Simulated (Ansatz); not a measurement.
Start from CH₃NH₂ and change one atom or group to get `NCF`.

Ansatz, PBE0-D4/def2-TZVP geometries, multiplicity 1. Each molecule was computed in one conformer, which needn't be the lowest.

```csv
property,CH₃NH₂
size of the dipole moment (B3LYP/def2-TZVPP) / D,1.30
HOMO energy (PBE0/def2-TZVPP) / eV,-6.79
HOMO energy (PBE/def2-TZVPP) / eV,-5.27
size of the dipole moment (ωB97M-V/def2-TZVPP) / D,1.31
"ideal-gas entropy at 298 K and 1 bar (rigid rotor, harmonic PBE0-D4/def2-TZVP) / J/(mol·K)",240
LUMO energy (B3LYP/def2-TZVPP) / eV,0.78
```

Problem. Give the same properties after the change, and the shifts. (An estimate is asked.)

Solution. The calculation gave: 
```tsv
property	`NCF`	shift
size of the dipole moment (B3LYP/def2-TZVPP) / D	1.18	-0.12
HOMO energy (PBE0/def2-TZVPP) / eV	-7.96	-1.17
HOMO energy (PBE/def2-TZVPP) / eV	-6.40	-1.13
size of the dipole moment (ωB97M-V/def2-TZVPP) / D	1.16	-0.15
ideal-gas entropy at 298 K and 1 bar (rigid rotor, harmonic PBE0-D4/def2-TZVP) / J/(mol·K)	259	19
LUMO energy (B3LYP/def2-TZVPP) / eV	0.77	-0.01
```

Dipoles are sizes alone; their direction can turn.

B3LYP here is the variant with VWN-RPA as its local correlation; programs differ in this.
